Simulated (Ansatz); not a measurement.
We consider tetragonal perovskite BaTiO3, described by PBEsol+SOC (plane waves, PAW; Ansatz, a quantum-chemistry and plane-wave program).

Numerical settings: plane-wave cutoff 520 eV, 8×8×8 k mesh, Fermi–Dirac smearing 0.01 eV, PAW data made under PBE.

Energies at three volumes about the minimum:

```
V (Å³/atom)  E − E_lowest (meV/atom)
-----------  -----------------------
12.403                          2.13
12.656                          0.00
12.909                          1.86
```

**Question.** Fit a parabola by hand: where is the minimum, and what is the bulk modulus?

**Answer.** Slopes: (0.00 − 2.13)/(12.656 − 12.403) = -8.419 and (1.86 − 0.00)/(12.909 − 12.656) = 7.352 meV/Å³. Curvature E″ = 2 × (7.352 − (-8.419))/(12.909 − 12.403) = 62.336 meV/Å⁶. From the middle of the first interval, the slope vanishes at V0 = 12.5295 − (-8.419)/62.336 = 12.665 Å³/atom. B = V0 E″ = 12.665 × 62.336 meV/Å³ × 0.1602 GPa per meV/Å³ = 126 GPa. The full Birch–Murnaghan fit to all volumes gives V0 = 12.655 Å³/atom and B0 = 125 GPa.

Shape and atoms are relaxed at each volume.
